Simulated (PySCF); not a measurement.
J couplings in norflurane

Bonds (- single, = double, # triple, : aromatic): F1-C2 1.358 Å, C2-C3 1.531 Å, C3-F4 1.333 Å, C3-F5 1.333 Å, C3-F6 1.342 Å. C2 carries H7, H8.

Couplings: B3LYP/pcJ-1 in PySCF, geometry GFN2-xTB; gas phase, one conformer, non-relativistic. Couplings are averaged over pairs made equivalent by symmetry, fast rotation or ring inversion, so a value needn't be that of the named pair in this geometry, while other rotamers aren't included; one pair stands for each set, and the list holds those of at least 0.8 Hz over up to four bonds. One-bond C–F couplings come out tens of Hz too large with common functionals.

Isotopes: 13C, 19F, 1H.

```
  pair  bonds  J (Hz)
F1, C2      1  -246.9
C2, C3      1    72.7
C2, H7      1       ?
C3, F4      1  -350.1
F1, C3      2       ?
F1, H7      2    52.1
C2, F4      2    38.5
C3, H7      2       ?
F4, F5      2       ?
H7, H8      2   -10.3
F1, F4      3   -22.5
F4, H7      3     7.7
```

**Question.** Estimate the withheld couplings, with signs.

**Answer.** 
- 1J(C2,H7) = 160.3 Hz (bond length 1.095 Å, sp3 carbon)
- 2J(F1,C3) = 21.7 Hz (angle at C2 110°)
- 2J(C3,H7) = -1.8 Hz (angle at C2 109°)
- 2J(F4,F5) = 71.6 Hz (mean over equivalent pairs that range from 44.4 to 85.3 Hz in this conformer)
